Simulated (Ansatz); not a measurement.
Geometry optimisation, Ansatz 0.2.0, RKS PBE0-D4/6-31G*.

The input (input.yaml):

```yaml
crystal:
  periodic: [false, false, false]
  atoms:
    - { symbol: Si, position_ang: [0.147311, -0.029742, 0.07559] }
    - { symbol: F, position_ang: [0.719319, -0.224594, 1.548761] }
    - { symbol: H, position_ang: [1.488011, 0.179858, -0.443749] }
    - { symbol: H, position_ang: [-0.709089, 1.189348, -0.010022] }
    - { symbol: C, position_ang: [-0.786676, -1.505775, -0.564625] }
    - { symbol: H, position_ang: [-1.636029, -1.731211, 0.088986] }
    - { symbol: H, position_ang: [-1.178289, -1.296613, -1.568221] }
    - { symbol: H, position_ang: [-0.160758, -2.40127, -0.62212] }
basis:
  gaussian: { orbitals: "6-31G*" }
hamiltonian:
  xc: pbe0
  dispersion: d4
relax:
  f_tol: 0.03
  max_steps: 50
output:
  orbitals: {}
```

Command:

```bash
$ ansatz run input.yaml --threads 1 --pin off --max-ram 2048MiB --backend cpu --events-out ev --progress --plain --runs-dir out
```

Problem. Where does it end, and by what steps?

Solution. It converged. After 5 steps the energy has fallen by 0.269 eV; H3 moved furthest, 0.26 Å.

```
step  energy less start (eV)  largest force component (eV/Å)  accepted
   0                  0.0000                           1.505       yes
   1                 -0.2493                           0.172       yes
   2                 -0.2246                           0.619        no
   3                 -0.2640                           0.047       yes
   4                 -0.2686                           0.063       yes
   5                 -0.2691                           0.008       yes
```

```xyz
8
Properties=species:S:1:pos:R:3
Si 0.179 -0.029 0.108
F 0.612 -0.289 1.642
H 1.417 0.200 -0.688
H -0.665 1.198 0.069
C -0.765 -1.497 -0.547
H -1.663 -1.693 0.047
H -1.080 -1.307 -1.581
H -0.151 -2.403 -0.545
```

Time of the run: 15 s on 1 thread of Arm Neoverse V1, with other jobs on the host, peak memory 0.12 GiB.
